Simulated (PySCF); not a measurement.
# Level sweep

Species: C5H9N.
Bonds: C1–C2 (double), C2–C3, C3–C4, C4–N5, N5–C6 (double). Hydrogens: H7, H8 on C1; H9 on C2; H10, H11 on C3; H12, H13 on C4; H14, H15 on C6.

PySCF, dipoles from the SCF density, polarisabilities from static response with core orbitals frozen. Geometry: PBE0-D3(BJ)/def2-SVP, one conformer, isolated molecule.

Problem. How do dipole and polarisability depend on functional and basis here?

Solution. 

| level | μ (D) | α (Å³) | anisotropy (Å³) |
| --- | --- | --- | --- |
| LDA/def2-SVPD | 1.237 | 11.12 | 3.62 |
| PBE/def2-SVPD | 1.190 | 10.96 | 3.60 |
| B3LYP/def2-SVPD | 1.289 | 10.68 | 3.50 |
| PBE0/def2-SVPD | 1.303 | 10.57 | 3.48 |
| BHandHLYP/def2-SVPD | 1.402 | 10.37 | 3.45 |
| CAM-B3LYP/def2-SVPD | 1.366 | 10.50 | 3.41 |
| wB97X-D/def2-SVPD | 1.368 | 10.52 | 3.38 |
| LC-wPBE/def2-SVPD | 1.417 | 10.21 | 3.30 |
| HF/def2-SVPD | 1.531 | 10.17 | 3.49 |
| PBE0/6-31G* | 1.235 | 8.74 | 3.89 |
| PBE0/6-31+G* | 1.380 | 10.13 | 3.48 |
| PBE0/def2-SVP | 1.222 | 9.15 | 3.79 |
| PBE0/aug-cc-pVDZ | 1.282 | 10.92 | 3.50 |
| PBE0/def2-TZVP | 1.256 | 10.30 | 3.71 |

The anisotropy is √(½[(α1 − α2)² + (α2 − α3)² + (α3 − α1)²]). The dipole runs from 1.19 D (PBE/def2-SVPD) to 1.53 D (HF/def2-SVPD). No reference polarisability is at hand; against PBE0 in the largest diffuse basis at hand (aug-cc-pVDZ) the other PBE0 rows deviate by 6-31G* -20%, 6-31+G* -7%, def2-SVP -16%, def2-SVPD -3%, def2-TZVP -6%. In one basis (def2-SVPD) the functionals order the polarisability from HF (lowest) to LDA (highest), a spread of 9%. With PBE0 the polarisability is 9.40 Å³ without diffuse functions (mean of 6-31G*, def2-SVP and def2-TZVP) and 10.54 Å³ with them (mean of 6-31+G*, def2-SVPD and aug-cc-pVDZ).
